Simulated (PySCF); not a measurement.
2-propyne-1-thiol, C3H4S, SMILES C#CCS, point group C1.

Force field and properties: PBE0/pcSseg-1 (PySCF, grid level 2). Vibrational terms come from second-order perturbation theory with semi-diagonal cubic constants, by steps of ±0.6 along the normal coordinates of each isotopologue. The parent has the commonest isotopes.

Equilibrium geometry (Å):

```csv
atom,x,y,z
C1,-2.1038,2.5364,-0.9167
C2,-1.0491,2.0478,-0.6114
C3,0.2115,1.4424,-0.2366
S4,0.7549,1.8099,1.4739
H5,-3.0370,2.9765,-1.1872
H6,0.1744,0.3582,-0.3870
H7,1.0179,1.8247,-0.8726
H8,-0.3043,1.2395,2.0876
```

Q: Give the equilibrium and ground-state rotational constants (MHz) of parent; ²H at 7; ²H at 6; ³³S at 4, ²H at 7; ³³S at 4; ²H at 5.

A: 
```json
{"species": "parent", "Ae": "22887", "Be": "3006.6", "Ce": "2739.7", "A0": "22792", "B0": "2997.4", "C0": "2727.3", "Δ0 (u Å²)": "-5.475", "harmonic ZPE (cm⁻¹)": "12352"}
{"species": "²H at 7", "Ae": "20204", "Be": "2996", "Ce": "2705.3", "A0": "20112", "B0": "2986.8", "C0": "2693.1", "Δ0 (u Å²)": "-6.679", "harmonic ZPE (cm⁻¹)": "11633"}
{"species": "²H at 6", "Ae": "20129", "Be": "2993.1", "Ce": "2706.4", "A0": "20037", "B0": "2984.2", "C0": "2694.2", "Δ0 (u Å²)": "-6.995", "harmonic ZPE (cm⁻¹)": "11632"}
{"species": "³³S at 4, ²H at 7", "Ae": "20145", "Be": "2960", "Ce": "2675", "A0": "20054", "B0": "2950.9", "C0": "2663", "Δ0 (u Å²)": "-6.683", "harmonic ZPE (cm⁻¹)": "11629"}
{"species": "³³S at 4", "Ae": "22823", "Be": "2970.4", "Ce": "2708.7", "A0": "22728", "B0": "2961.3", "C0": "2696.5", "Δ0 (u Å²)": "-5.479", "harmonic ZPE (cm⁻¹)": "12349"}
{"species": "²H at 5", "Ae": "22074", "Be": "2825.5", "Ce": "2577.8", "A0": "21992", "B0": "2817.3", "C0": "2566.7", "Δ0 (u Å²)": "-5.465", "harmonic ZPE (cm⁻¹)": "11717"}
```

Δ0 = Ic − Ia − Ib from the ground-state constants.

Q: How is the parent's vibrational correction B0 − Be made up?

A: 
```csv
axis,harmonic,Coriolis,cubic,total (MHz)
a,131,-70.3,-156,-95.3
b,4.14,-1.25,-12.1,-9.19
c,2.06,-1.49,-13,-12.4
```

Q: And its quartic centrifugal distortion constants from the harmonic force field?

A: Asymmetric top, A reduction, Ir representation: ΔJ = 1.5 kHz, ΔJK = -43.3 kHz, ΔK = 573 kHz, δJ = 0.312 kHz, δK = 5.84 kHz.

A mode lies under 250 cm⁻¹, where this perturbation treatment is rough. Internal rotors are held in one well.
